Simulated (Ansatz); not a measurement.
Scan of HB–N–S, doublet

Starting geometry (PBE0/def2-TZVP stationary point for this spin, not checked as a minimum):

```xyz
4

B     0.0000    0.0000    0.7317
N     0.0000    0.0000   -0.5240
S     0.0000    0.0000   -2.1092
H     0.0000    0.0000    1.9015
```

From there the angle named below is changed in its plane at fixed bond lengths, both arms turning rigidly about the middle atom; atoms are numbered as listed. Energies are in kJ/mol, counted from the starting geometry at the same level.

Basis cc-pVDZ; Ansatz 0.2.0. Correlated methods freeze the noble-gas cores. Prefix R: restricted or restricted open-shell reference; prefix U: unrestricted.

Unrestricted rows (U) aren't spin-pure: their determinants' ⟨S²⟩ exceeds S(S+1) by up to 0.59, so they mix in states of higher spin. Coupled cluster chose its determinant by trial CCSD, here up to 0.07 eV above the lowest Hartree–Fock solution of its kind. For open shells CISD is restricted-active-space CI with the open shells as a complete middle space. A value is left out where its run failed or describes another state than the reference as far as symmetry and spin tell, or, spin-broken singlets apart, can't be checked.

Full CI isn't at hand for all of this; UCCSDT(Q) serves as the reference, and is uncertain by about the last step of the cluster series. The frozen core follows each run's orbitals, which can shift R against U totals by a few meV.

```json
{"angle N2-B1-H4 (°)": "71.2", "UCCSDT(Q)": "280.1", "curve A": "281.5", "curve B": "303.3", "curve C": "289.5", "curve D": "331.7"}
{"angle N2-B1-H4 (°)": "91.1", "UCCSDT(Q)": "181.7", "curve A": "184.7", "curve B": "212.3", "curve C": "200.1", "curve D": "249.4"}
{"angle N2-B1-H4 (°)": "105.9", "UCCSDT(Q)": "120.0", "curve A": "122.6", "curve B": "146.3", "curve C": "136.3", "curve D": "176.9"}
{"angle N2-B1-H4 (°)": "121.9", "UCCSDT(Q)": "70.7", "curve A": "72.5", "curve B": "89.0", "curve C": "82.4", "curve D": "109.4"}
{"angle N2-B1-H4 (°)": "138.8", "UCCSDT(Q)": "34.7", "curve A": "35.4", "curve B": "44.4", "curve C": "39.7", "curve D": "55.1"}
{"angle N2-B1-H4 (°)": "154.5", "UCCSDT(Q)": "13.1", "curve A": "13.4", "curve B": "16.9", "curve C": "15.0", "curve D": "21.1"}
{"angle N2-B1-H4 (°)": "180.0", "UCCSDT(Q)": "0.0", "curve A": "0.0", "curve B": "0.0", "curve C": "0.0", "curve D": "0.0"}
```

Task: The curves come from CISD, RHF, UCCSD, UCCSDT. Compare each with UCCSDT(Q) and say which is which.

Result: A: UCCSDT, B: CISD, C: UCCSD, D: RHF. Spread of the error against UCCSDT(Q), over the points where both stand: A 3.0, B 30.6, C 18.4, D 67.7 kJ/mol.
